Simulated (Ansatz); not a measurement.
Born–Oppenheimer molecular dynamics of AlH$_{5}$OSi (8 atoms, charge 0, multiplicity 1). It starts at the highest image of a converged band. Of that band: Neighbouring images differ by up to 2.7 eV, so the band resolves the path poorly. A vibrational analysis at the climbing image gives one clearly imaginary mode, 1293i cm⁻¹: a first-order saddle point.

All numbers below come from RKS PBE-D4/def2-SVP in Ansatz.

```yaml
ensemble: NVE (velocity Verlet)
time_step: 0.5 fs
steps_asked: 200
starting_velocities_drawn_for: 300 K
seed: 10076
```

First frame:

```xyz
8
Properties=species:S:1:pos:R:3
Al 0.638 -0.179 -0.767
O 0.401 -0.158 1.127
Si -0.237 -0.271 2.710
H -1.688 -0.652 2.613
H 0.518 -1.315 3.482
H -0.098 1.057 3.399
H 1.559 0.171 0.678
H -0.748 -0.634 -1.512
```

Problem. How far do the bonds stretch over the last three quarters of this one trajectory? (Pairs bonded in most of those frames.)

Solution. 
```csv
bond,mean (Å),spread (Å),shortest,longest
Al1–O2,1.728,0.068,1.62,1.84
Al1–H7,1.787,0.241,1.35,2.14
Al1–H8,1.702,0.121,1.49,1.90
O2–Si3,1.672,0.036,1.62,1.74
Si3–H4,1.510,0.020,1.48,1.54
Si3–H5,1.513,0.051,1.44,1.59
Si3–H6,1.509,0.048,1.44,1.58
```

Mean temperature of the second half: 1937 K. The conserved energy stayed within 0.71 meV per atom of its start (net change -0.34 meV per atom), so the integration is sound. The kinetic energy rose, since the run started high on the potential surface and went downhill. A run of 0.1 ps of so small a system gives no equilibrium averages. The orbitals stay closed-shell, which can raise the energy where a bond breaks towards radicals; this wasn't checked here.

Time of the run: 100 s on 2 threads of Intel(R) Xeon(R) 6975P-C (Granite Rapids) (shared host), peak memory 0.14 GiB.
